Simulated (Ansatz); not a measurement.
# One structure, 3 elements: LiCr3, LiMo3, LiW3

Plane-wave DFT in Ansatz with scalar-relativistic PAW potentials, cutoff 420 eV, Γ-centred meshes chosen by cell and gap, Gaussian smearing with energies taken to zero width. Every cell was relaxed (cell and atoms) in a run of its own, within the symmetry of its start. Functional: PBE.

All members share space group Pm-3m and the same sites; only the element on one set of sites changes (Cr, Mo, W). Members needn't be the stable form of their composition. Energies over the elements, where given, are against the elements' standard states in the same functional (H₂, N₂, O₂ and halogens uncorrected, Hg as a solid). The first member:

Space group Pm-3m (No. 221). a = 3.577 Å, b = 3.577 Å, c = 3.577 Å, α = 90.00°, β = 90.00°, γ = 90.00°
| atom | site | symmetry | x | y | z |
| --- | --- | --- | --- | --- | --- |
| Li | 1a | m-3m | 0.0000 | 0.0000 | 0.0000 |
| Cr | 3c | 4/mm.m | 0.0000 | 0.5000 | 0.5000 |

How do size, gap and binding change down the group?

```csv
compound,V (Å³/atom),a (Å),energy over elements (eV/atom)
LiCr3,11.44,3.577,0.548
LiMo3,14.83,3.900,0.418
LiW3,15.16,3.929,0.503
```

Over the series the volume grows at each step down the group; all are metallic on the mesh; none is bound against its elements in this structure, and Mo comes closest. W is hardly larger than Mo here (15.16 against 14.83 Å³/atom), as one expects from the lanthanide contraction and relativistic shrinking of 6s.

Spin-orbit coupling is left out, which matters for the bands of heavy elements. Spin polarisation was left out, and a magnetic state may lie lower.